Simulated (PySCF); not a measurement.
SMILES C=C, CAM-B3LYP/def2-SVP optimised geometry.

```
6

C      0.66     0.00     0.00
C     -0.66     0.00     0.00
H      1.24     0.93     0.00
H      1.24    -0.93     0.00
H     -1.24    -0.93     0.00
H     -1.24     0.93     0.00
```

Density from CAM-B3LYP/def2-TZVP (PySCF) at that geometry.

Minimum of the electron density along straight lines between bonded atoms, close to the bond critical point (lines longer than 1.1 times the sum of covalent radii, or with two minima, are not listed):

```
bond   length / Å  ρ at the minimum / e bohr⁻³  ∇²ρ there / e bohr⁻⁵  position (fraction from the first atom)
-----  ----------  ---------------------------  --------------------  ---------------------------------------
C1–C2       1.328                          ___                 -1.11                                     0.50
C1–H3       1.094                        0.279                 -0.98                                     0.65
C1–H4       1.094                        0.279                 -0.98                                     0.65
C2–H5       1.094                        0.279                 -0.98                                     0.65
C2–H6       1.094                        0.279                 -0.98                                     0.65
```

Question: Some entries are withheld; supply them.

Answer: 
- C1–C2, ρ at the minimum / e bohr⁻³: 0.357
